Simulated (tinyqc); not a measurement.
Worked calculation: Hueckel theory of the pi electrons, for the molecule C=C(O)O (SMILES; centres numbered as the heavy atoms are written). Computed by tinyqc, a small Python program that keeps every step. Settings: charge = 0. Command: `OMP_NUM_THREADS=1 python tinyqc.py 29196 29197 out.jsonl` (the two numbers bound the seeds that draw the settings). One thread of a shared host (Intel(R) Xeon(R) Processor @ 2.60GHz), about 0.01 s of CPU time with the checks.

## The Hueckel matrix

Centres:
```
centre,"z_r, pi electrons of the neutral centre",h
1C,1,0.000000
2C,1,0.000000
3O,2,2.000000
4O,2,2.000000
```

Bonds:
```
i,j,k
1,2,1
2,3,0.800000
2,4,0.800000
```

H_rr = alpha + h_r beta, H_rs = k_rs beta for bonded centres.

Hueckel matrix in units of beta (H = alpha + beta A), lower triangle:
```
,1C,2C,3O,4O
1C,0.000000
2C,1.000000,0.000000
3O,0.000000,0.800000,2.000000
4O,0.000000,0.800000,0.000000,2.000000
```

## Orbitals

pi electrons, sum of z_r less the charge = 6

Diagonalise; E = alpha + x beta with beta < 0, so the largest x are filled first; degenerate levels share their electrons. P = sum n_i c_ri c_si; each orbital has its largest coefficient positive (the first on a tie).

x values: 2.582936  2.000000  0.635498  -1.218434

occupations: 2.000000  2.000000  2.000000  0.000000

coefficients:
```
,MO1,MO2,MO3,MO4
1C,0.174603,0.000000,0.771172,-0.612215
2C,0.450988,0.000000,0.490078,0.745944
3O,0.618920,0.707107,-0.287330,-0.185418
4O,0.618920,-0.707107,-0.287330,-0.185418
```

charge and bond-order matrix P, lower triangle:
```
,1C,2C,3O,4O
1C,1.250385
2C,0.913357,0.887134
3O,-0.227031,0.276623,1.931240
4O,-0.227031,0.276623,-0.068760,1.931240
```

## Energy, charges, bond orders

E = sum n x; q_r = z_r - P_rr; bond order p = P_rs; free valence = sqrt(3) - sum of p over the bonds of the atom.

pi energy = 6 alpha + this times beta = 10.436869

pi charges: 1C -0.250385, 2C 0.112866, 3O 0.068760, 4O 0.068760

Bond orders and lengths from R = 1.517 - 0.180 p (angstrom, C-C alone):
```
bond,p,R
1-2,0.913357,1.352596
2-3,0.276623,-
2-4,0.276623,-
```

free valence of the carbons: 1C 0.818694, 2C 0.265448

gap between the highest filled and the next level = 1.853932 |beta|
